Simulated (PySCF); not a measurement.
# Excitation energies in several basis sets

Compound: CH6OSi.
SMILES: `CO[SiH3]`

TDDFT with PBE0 (PySCF), vertical singlets, core orbitals frozen in the response, spherical d and f functions. Isolated species at its PBE0-D3(BJ)/def2-SVP geometry, gas phase.

```csv
basis,functions,diffuse,S1 (eV),S2 (eV),S3 (eV),S4 (eV),S5 (eV),LUMO (eV),α (au)
6-31G*,58,no,6.99,7.79,8.72,9.01,9.05,0.70,35.0
6-31+G*,70,yes,6.72,7.43,7.46,7.98,8.16,0.02,39.6
def2-SVP,76,no,7.18,7.94,8.56,9.09,9.13,0.79,38.1
def2-SVPD,115,yes,6.87,7.61,7.76,8.12,8.45,0.20,45.7
aug-cc-pVDZ,127,yes,6.61,7.14,7.38,7.61,7.86,-0.14,46.7
def2-TZVP,135,no,6.85,7.60,8.19,8.63,8.63,0.26,42.9
def2-TZVPD,174,yes,6.71,7.44,7.46,7.89,8.15,0.00,46.3
aug-cc-pVTZ,280,yes,6.64,7.18,7.37,7.64,7.87,-0.17,46.7
```

**Question.** Compare the sets with the largest diffuse one.

**Answer.** States are compared by their number. Against the largest diffuse basis here (aug-cc-pVTZ, itself not a converged limit), sets without diffuse functions differ by up to 0.53 eV in S1 and 1.25 eV in S5; the smaller diffuse sets differ by up to 0.23 and 0.58 eV. State by state, the largest deviation of a set without diffuse functions is S1 0.53, S2 0.76, S3 1.35, S4 1.44, S5 1.25 eV. The same number needn't mean the same state in each row. Against aug-cc-pVTZ the polarisability deviates by -25% in 6-31G*, -15% in 6-31+G*, -18% in def2-SVP, -2% in def2-SVPD, 0% in aug-cc-pVDZ, -8% in def2-TZVP, -1% in def2-TZVPD. A single + in a Pople set puts diffuse functions on heavy atoms only.
